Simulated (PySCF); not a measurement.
Molecule: SMILES C=N[C@]12C[C@H]1C2, C$_{5}$H$_{7}$N.

Bonds (- single, = double, # triple, : aromatic): C1=N2, N2-C3, C3-C4, C4-C5, C5-C6, C5-C3, C6-C3. C1 carries H7, H8; C4 carries H9, H10; C5 carries H11; C6 carries H12, H13. Stereochemistry as in C=N[C@]12C[C@H]1C2. H7 is cis to C3; H12 is cis to C4 on the ring; H9 is cis to C6 on the ring; H8 is trans to C3; H13 is trans to C4 on the ring; H10 is trans to C6 on the ring.

Frames of a GFN2-xTB Langevin trajectory at 600 K; GIAO PBE0/pcSseg-1 shieldings in PySCF 2.14.0 with density-fitted response routines, gas phase, non-relativistic; equivalent atoms averaged within each frame.

δ = σ(ref) − σ, references computed at the same level: TMS for 13C (σref 186.93) and 1H (σref 31.72); NH3 for 15N (σref 267.73). The references are static minima.

How do the shifts (ppm) fluctuate along the trajectory?

## Answers


```
         time (fs)     C1  C4/C6    C3    C5     N2    H8    H7  H9/H12  H10/H13   H11
optimised geometry  151.9   35.5  36.3  23.3  398.2  7.25  7.70    1.01     2.15  2.19
               250  164.6   43.3  36.5  32.1  457.2  7.50  7.39    2.24     2.17  1.87
               425  151.5   36.3  39.1  28.2  386.5  6.57  7.66    0.79     2.34  3.42
               625  153.8   42.1  30.6  30.5  367.7  8.19  8.29    2.16     4.16  2.82
               800  159.8   29.1  34.6   8.6  403.6  8.59  8.48    0.26     2.35  2.12
              1000  156.8   39.1  33.3  14.2  398.1  8.70  7.75    0.96     1.08  2.54
    mean of frames  157.3   38.0  34.8  22.7  402.6  7.91  7.92    1.28     2.42  2.55
standard deviation    5.1    5.6   3.2  10.6   33.5  0.88  0.45    0.88     1.11  0.60
```

5 frames give an uncertainty of the mean of about the standard deviation over 2.2 at best, since frames this close in time may not be independent; classical motion lacks zero-point vibration, and the reference would need the same averaging.
